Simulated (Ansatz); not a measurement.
`C[CH2][MgH]` → `[CH2]` (triplet) + `[CH3][MgH]` at 700 K and 1 bar (formal loss of a carbene).

Computed with Ansatz on PBE0-D4/def2-TZVP structures; ΔE is electronic, products minus reactants. CCSD(T)/CBS adds triple-zeta CCSD(T) − MP2 to the extrapolated MP2 energy (def2 sets, frozen cores). This one scheme is used for every species. Triplets are unrestricted, without spin–orbit coupling. For Mg outer-core shells are correlated without core-valence functions, which leaves a few kJ/mol of doubt a bond.

```tsv
species	CCSD(T)/CBS energy (Eh)	H − E (kJ/mol)	S (J/(mol·K))
`C[CH2][MgH]`	-279.57780	240.1	386.7
`[CH2]` (triplet)	-39.09499	70.4	226.8
`[CH3][MgH]`	-240.32644	147.8	316.2
```

H − E and S are ideal-gas, rigid-rotor, harmonic terms from PBE0-D4/def2-TZVP, with the whole ground term of open shells counted as degenerate. 1 Eh = 2625.50 kJ/mol, R = 8.31446 J/(mol·K).

Question: By hand: ΔE, ΔH, ΔS and ΔG.

Answer: ΔE = (-39.09499) + (-240.32644) − (-279.57780) = 0.15637 Eh = 410.5 kJ/mol. Δ(H − E) = 70.4 + 147.8 − 240.1 = -21.9, so ΔH = 388.6 kJ/mol. ΔS = 226.8 + 316.2 − 386.7 = 156.3 J/(mol·K). ΔG = 388.6 − 700 × (156.3)/1000 = 279.2 kJ/mol.

Question: By hand: the equilibrium constant, and the temperature at which ΔG would vanish if ΔH and ΔS stayed fixed.

Answer: log₁₀ K = −ΔG/(RT ln 10) = -20.8. ΔG = 0 at ΔH/ΔS = 2486 K.

The number of gas molecules changes by +1, which sets the sign of ΔS. A doubt of 5 kJ/mol in ΔE shifts log₁₀ K by 0.4 here. A triplet takes part, so the spin changes. These are equilibria of isolated gas molecules and say nothing of rates. Largest T1 diagnostic: 0.011 (customary marks: 0.02 for closed shells, 0.045 for open ones).
